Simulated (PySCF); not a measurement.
HSO3F, optimised at PBE0/def2-TZVP:

```xyz
6

S      0.1411    -0.1630    -0.0248
O      0.0849     0.2670    -1.5283
O     -0.1536    -1.5365     0.0366
O      1.2504     0.4426     0.6093
F     -1.1184     0.5917     0.4883
H      0.5498     1.1087    -1.6410
```

Computed with PySCF (xtb for GFN2) and rigid-rotor harmonic-oscillator thermochemistry at 1 bar. 6-31G* has spherical d functions here. All species are closed-shell singlets. B3LYP is the form with VWN-RPA correlation.

Task: List the harmonic frequencies (cm⁻¹, unscaled) at this level and at the other levels, each on its own geometry.

Result: 
- PBE0/def2-TZVP: 299, 378, 424, 520, 544, 558, 841, 920, 1157, 1276, 1522, 3795
- B3LYP/6-31G*: 261, 343, 390, 480, 497, 512, 797, 859, 1183, 1205, 1450, 3676
- GFN2-xTB: 253, 325, 373, 415, 459, 471, 683, 715, 855, 1165, 1379, 3617
- HF/6-31G*: 304, 405, 448, 555, 592, 602, 941, 1003, 1292, 1344, 1594, 4001
- PBE/def2-SVP: 260, 330, 381, 458, 474, 488, 756, 821, 1100, 1173, 1416, 3635
